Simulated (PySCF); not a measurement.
C₃H₇, SMILES C[CH]C (connectivity only; charge and spin as stated), charge +1, multiplicity 1.

Geometry: PBE0-D3(BJ)/def2-TZVP. The multiplicity is an assumed one; other spin states were not compared. The isomer is the one that the SMILES or the coordinates give; other isomers of the formula were not compared.

Computed with PySCF with TDDFT-CAM-B3LYP/def2-SVPD.

Vertical excitations. Isolated molecule, no solvent. State labels are in the subgroup C2.

**Question.** List the lowest excited states. (The exact figures need the calculation; the answer reports its results.)

**Answer.** 
```csv
state,symmetry,energy (eV),λ (nm),f,main pairs
S1,B,5.69,218,0.004,HOMO→LUMO 91 %
S2,A,6.09,204,0.002,HOMO−1→LUMO 96 %
S3,B,7.38,168,0.359,HOMO−2→LUMO 91 %
S4,A,7.60,163,0.001,"HOMO−3→LUMO 68 %, HOMO−4→LUMO 28 %"
S5,A,9.00,138,0.034,"HOMO−4→LUMO 69 %, HOMO−3→LUMO 29 %"
S6,B,9.09,136,0.007,HOMO−5→LUMO 94 %
S7,A,11.34,109,0.001,HOMO→LUMO+1 95 %
S8,B,11.56,107,0.058,HOMO−1→LUMO+1 92 %
S9,A,11.85,105,0.001,HOMO−2→LUMO+1 96 %
S10,B,12.14,102,0.018,HOMO−6→LUMO 90 %
T1,B,5.14,241,0,HOMO→LUMO 94 %
T2,A,5.45,227,0,HOMO−1→LUMO 86 %
T3,B,5.88,211,0,HOMO−2→LUMO 98 %
T4,A,6.91,179,0,"HOMO−3→LUMO 64 %, HOMO−4→LUMO 30 %"
```
Triplets are in the Tamm–Dancoff approximation, which puts them higher than full response would, so one can lie above its singlet here.
